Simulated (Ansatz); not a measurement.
# Structure relaxation of Fe2Cl

The calculation used DFT PBE, scalar-relativistic, plane waves, PAW (Ansatz 0.2.0). Cutoff 420 eV, Γ-centred k mesh, Gaussian smearing, collinear spin, first started from parallel moments.

A relaxed cell is given with its space group left out.

```
CELL_PARAMETERS angstrom
4.10342 0.00000 0.00000
0.00000 4.10342 0.00000
0.00000 0.00000 5.25908
ATOMIC_POSITIONS crystal
Fe 0.00000 0.50000 0.16194
Fe 0.00000 0.50000 0.66194
Fe 0.50000 0.00000 0.33806
Fe 0.50000 0.00000 0.83806
Cl 0.00000 0.00000 0.00000
Cl 0.50000 0.50000 0.50000
```

The zero of energy is the elements' standard structures at the same level (Cl₂ as a molecule); no fitted shifts are applied.

What space group does it have?

P4_2/nmc (No. 137). Conventional cell: a = 4.103 Å, c = 5.259 Å. Around Fe lie 2 Cl at 2.22 Å; around Cl lie 4 Fe at 2.22 Å and 4 Fe at 2.71 Å.

What is its formation energy per atom?

0.79 eV/atom.

Is it a metal?

Yes, bands cross the Fermi level on the 10×10×8 mesh.

What net moment does it keep?

1.70 μB per atom, with site moments up to 2.52 μB.

The final run used a 10×10×8 mesh on its 6-atom cell and 0.10 eV smearing. The k mesh leaves about 4 meV/atom of noise in metals. The cell came from a trial start, so Fe2Cl may not exist in this structure.

Cost: 3 runs of about 7.3 core-minutes in all, on Arm Neoverse V1 (shared hosts).